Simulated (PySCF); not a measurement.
These are B3LYP-D3(BJ)/def2-TZVP // PBE0-D4/def2-TZVP in PySCF values and carry that method's errors. All species are isolated molecules in the gas phase. B3LYP has the VWN-RPA correlation part, as in Gaussian. 

Reference species (SMILES): `[Cl][Ga][Cl]` (neutral, multiplicity 2).

| Property | Result |
|---|---|
| dipole moment | 1.74 D |

Changed species: `[OH]` (radical fragment; the reference has radical fragment).

Q: Predict the effect on the dipole moment.

A: the dipole moment hardly moves.
